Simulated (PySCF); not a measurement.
State search for NaP⁺

Unrestricted PBE0; PySCF, no relativity, basis sets Na pcseg-2, P pcseg-2. Outer shells of the fragments: Na+ closed shells only; P 3s2 3p3.

Followed along the bond (rough minima from three points):

| 2Ms+1 | unpaired | ⟨S²⟩ at the start | R at minimum (Å) | Te (eV) |
| --- | --- | --- | --- | --- |
| 4 | σ ↑, π ↑↑ | 3.75 | 3.05 | 0.00 |
| 2 | σ ↓, π ↑↑ | 1.77 | 3.07 | 0.65 |
| 2 | σ ↑, π ↑↓ | 1.76 | 3.07 | 0.68 |
| 2 | π ↑ | 0.75 | 2.95 | 1.34 |

Solutions found at the starting distance of 2.740 Å, counted from the lowest of them; the search is not exhaustive and high or unbound solutions are not listed, so other states can lie among these:

| 2Ms+1 | unpaired | term | E (eV) | ⟨S²⟩ | ⟨Lz²⟩ | μ (D) |
| --- | --- | --- | --- | --- | --- | --- |
| 4 | σ ↑, π ↑↑ | ⁴Σ⁻ | 0.00 | 3.75 | 0.00 | -5.72 |
| 2 | σ ↓, π ↑↑ | mixed | 0.67 | 1.77 | 0.00 | -5.71 |
| 2 | σ ↑, π ↑↓ | mixed | 0.68 | 1.76 | 2.02 | -5.71 |
| 2 | π ↑ | ²Π | 1.33 | 0.75 | 1.01 | -5.23 |
| 2 | σ ↑ | mixed | 1.93 | 0.75 | 2.00 | -5.66 |
| 2 | π ↑ | ²Π | 2.51 | 0.75 | 1.01 | -5.96 |

A term symbol is given only where ⟨S²⟩ and ⟨Lz²⟩ are close to those of a pure state; real π, δ and φ orbitals otherwise mix terms. A positive dipole points towards P; it is taken about the centre of mass and depends on that origin.
